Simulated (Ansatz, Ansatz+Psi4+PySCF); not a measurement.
```xyz
2

O     0.1987    0.0327    0.5895
O    -0.1987   -0.0327   -0.5895
```

Basis set: cc-pVTZ (spherical functions). Left uncorrelated: 2 orbitals. Correlation on ROHF uses semicanonical orbitals with singles. Charge 0, multiplicity 3.

Computed with Ansatz (development build ahead of 0.2.0); free ground-state atoms in the same class of orbitals, no zero-point energy, no relativity.

The atomization energy of triplet O₂ from measured heats of formation, zero-point and thermal terms removed is 5.218 eV (G2/97 set, Curtiss et al., J. Chem. Phys. 106, 1063 (1997), as shipped with ASE); it holds spin-orbit and other relativistic effects.

Question: How far do UHF-CCSD(T), UHF-CCSD, UHF-MP2, ROHF-MP2, ROHF-CCSD(T), ROHF-CCSD, UHF, ROHF miss it in this basis?

Answer:

```csv
method,atomization energy (eV),computed − measured (eV)
UHF-CCSD(T),4.890,-0.328
UHF-CCSD,4.529,-0.689
UHF-MP2,5.330,0.112
ROHF-MP2,5.016,-0.202
ROHF-CCSD(T),4.875,-0.343
ROHF-CCSD,4.496,-0.722
UHF,1.170,-4.048
ROHF,0.946,-4.272
```

Caution for UHF-CCSD(T), UHF-CCSD: the determinant is a saddle point. Caution for UHF-MP2, ROHF-MP2: another reference gives a lower total. Caution for UHF-MP2, ROHF-MP2, ROHF-CCSD(T), ROHF-CCSD, UHF, ROHF: the determinant breaks the point group. Caution for ROHF-MP2, ROHF-CCSD(T), ROHF-CCSD: large amplitudes, a single reference is doubtful.
